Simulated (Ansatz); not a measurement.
The end point of a relaxation of Nb. Computed with r2SCAN (plane waves to 500 eV, PAW, scalar-relativistic; Ansatz, a program for electronic structure).

```cif
data_Nb
_chemical_formula_sum 'Nb1'
_space_group_name_H-M_alt 'P 1'
_space_group_IT_number 1
_cell_length_a 3.30290
_cell_length_b 2.86127
_cell_length_c 2.85952
_cell_angle_alpha 70.529
_cell_angle_beta 54.760
_cell_angle_gamma 54.711
loop_
_space_group_symop_operation_xyz
  'x, y, z'
loop_
_atom_site_label
_atom_site_type_symbol
_atom_site_fract_x
_atom_site_fract_y
_atom_site_fract_z
_atom_site_occupancy
Nb1 Nb 0.50000 0.50000 0.50000 1
```

### Question
Determine the symmetry and give the standard cell with its independent sites.

### Answer
Space group Im-3m (No. 229); a = b = c = 3.303 Å, α = β = γ = 90.00°

| atom | site | symmetry | x | y | z |
|---|---|---|---|---|---|
| Nb | 2a | m-3m | 0.0000 | 0.0000 | 0.0000 |

This is the bcc (W type).

### Question
Give the shortest distances between elements (the closest pairs, up to four, under 3.6 Å).

### Answer
Nb–Nb 2.86 Å.

```yaml
volume_per_atom: 18.02 Å³
density: 8.56 g/cm³
band_gap: no gap (metallic)
```

No spin polarisation in the result.

Measured for Nb: a 3.294 Å (static lattice; corrected from measurement; as listed in Daniel Mejia-Rodriguez, S. B. Trickey, Phys. Rev. B (2018)). Computed minus measured — a: r2SCAN +0.3 %. The computed values are for a static lattice.

The run could not lose the symmetry of its start.

It was reached from a disturbed copy of a C2/c (No. 15) cell, against which it lies -0.13 eV/atom.
